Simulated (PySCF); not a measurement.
## Stretching SiP

Set-up: Si def2-TZVP, P def2-TZVP; no relativity (PySCF 2.14). Energies in eV from Si + P in their ground configurations at the same level. State: ²Π (doublet), unpaired electrons π ↑.

All columns are PBE0. A positive dipole means Si(−)P(+).

```tsv
R (Å)	E (eV)	μ (D)	Mulliken charge on Si (basis-dependent)	HOMO (eV)	LUMO (eV)	Mayer bond order	⟨S²⟩
1.783	-2.296	-0.24	0.03	-6.79	-5.25	2.32	0.75
1.866	-3.068	-0.44	0.08	-6.87	-5.04	2.30	0.75
1.949	-3.495	-0.64	0.12	-6.92	-4.85	2.29	0.76
2.011	-3.647	-0.80	0.14	-6.94	-4.72	2.28	0.76
2.073	-3.689	-0.95	0.16	-6.81	-4.60	2.27	0.76
2.135	-3.645	-1.10	0.18	-6.66	-4.50	2.26	0.76
2.218	-3.490	-1.30	0.19	-6.48	-4.37	2.25	0.77
2.322	-3.191	-1.49	0.19	-6.26	-4.23	2.18	0.82
2.446	-2.775	-1.53	0.18	-6.09	-4.10	1.92	1.06
2.612	-2.237	-1.55	0.16	-6.00	-3.97	1.57	1.35
```

A fit through these points gives, at Re = 2.070 Å, μ = -0.94 D and dμ/dR = -2.47 D/Å; the reduced mass is 14.7 u.

Question: How strong is the fundamental in the double-harmonic approximation, I = 42.26·(dμ/dR)²/μred km/mol?

Answer: I = 42.26·(-2.47)²/14.7 = 17.5 km/mol at PBE0.

⟨S²⟩ of the unrestricted solution departs from its pure value on part of the curve, where spin states mix. The state was picked by a PBE0 search and need not be the measured ground state.
